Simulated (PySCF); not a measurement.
Species: `S(/C=C/C)C`. The columns A, B, C and D hold Mulliken, IAO, Hirshfeld and ESP-fitted charges (e) of one PBE0/pcSseg-1 density (PySCF), in a shuffled order. Coordinates in Å (PBE0-D3(BJ)/def2-SVP); the density's dipole moment is (-0.21, 1.49, -0.17) D.

```json
{"atom": "C1", "x": "2.417", "y": "0.289", "z": "0.501", "A": "-0.409", "B": "-0.237", "C": "-0.336", "D": "-0.113"}
{"atom": "C2", "x": "1.223", "y": "-0.595", "z": "0.360", "A": "-0.159", "B": "-0.197", "C": "-0.083", "D": "-0.061"}
{"atom": "C3", "x": "-0.013", "y": "-0.155", "z": "0.098", "A": "-0.278", "B": "-0.276", "C": "-0.248", "D": "-0.080"}
{"atom": "S4", "x": "-1.418", "y": "-1.193", "z": "-0.069", "A": "+0.163", "B": "+0.045", "C": "-0.132", "D": "+0.010"}
{"atom": "C5", "x": "-2.695", "y": "0.036", "z": "-0.407", "A": "-0.503", "B": "-0.408", "C": "-0.362", "D": "-0.117"}
{"atom": "H6", "x": "2.883", "y": "0.181", "z": "1.496", "A": "+0.147", "B": "+0.128", "C": "+0.115", "D": "+0.044"}
{"atom": "H7", "x": "2.155", "y": "1.349", "z": "0.364", "A": "+0.140", "B": "+0.113", "C": "+0.099", "D": "+0.043"}
{"atom": "H8", "x": "3.196", "y": "0.034", "z": "-0.238", "A": "+0.147", "B": "+0.128", "C": "+0.113", "D": "+0.044"}
{"atom": "H9", "x": "1.387", "y": "-1.674", "z": "0.481", "A": "+0.141", "B": "+0.110", "C": "+0.157", "D": "+0.041"}
{"atom": "H10", "x": "-0.205", "y": "0.918", "z": "-0.027", "A": "+0.141", "B": "+0.132", "C": "+0.228", "D": "+0.044"}
{"atom": "H11", "x": "-2.810", "y": "0.738", "z": "0.431", "A": "+0.152", "B": "+0.152", "C": "+0.129", "D": "+0.045"}
{"atom": "H12", "x": "-2.486", "y": "0.589", "z": "-1.335", "A": "+0.152", "B": "+0.152", "C": "+0.135", "D": "+0.045"}
{"atom": "H13", "x": "-3.636", "y": "-0.517", "z": "-0.533", "A": "+0.167", "B": "+0.156", "C": "+0.186", "D": "+0.053"}
```

Problem. Which column most likely holds the ESP-fitted charges?

Solution. C. Σ q r misses the density's dipole by 0.04 D (C), 0.33 D (B), 1.16 D (D), 1.36 D (A). Charges fitted to the outside potential are the only set here that is tied to the molecule's multipoles.

Problem. And the Hirshfeld charges?

Solution. D. The mean sizes are 0.057 e (D), 0.172 e (B), 0.179 e (C), 0.208 e (A), and Hirshfeld charges are commonly the smallest of these schemes.

As computed, A = IAO, B = Mulliken, C = ESP-fitted, D = Hirshfeld. Hydrogens on carbon: IAO +0.14 to +0.17, Mulliken +0.11 to +0.16, ESP-fitted +0.10 to +0.23, Hirshfeld +0.04 to +0.05 e.

The Mulliken scheme gives each basis function's population to the atom it is centred on and halves the overlap population of two atoms between them. The ESP scheme fits charges at the nuclei, held to the total charge, to the electrostatic potential on points at 1.4 to 2.0 times the van der Waals radii.

One conformer (not necessarily the lowest) at the PBE0-D3(BJ)/def2-SVP geometry, without solvent, vibrations or thermal averaging.

Conformer computed: `[CH3:1]/[CH:2]=[CH:3]/[S:4][CH3:5]`: C2–C3–S4–C5 180°.
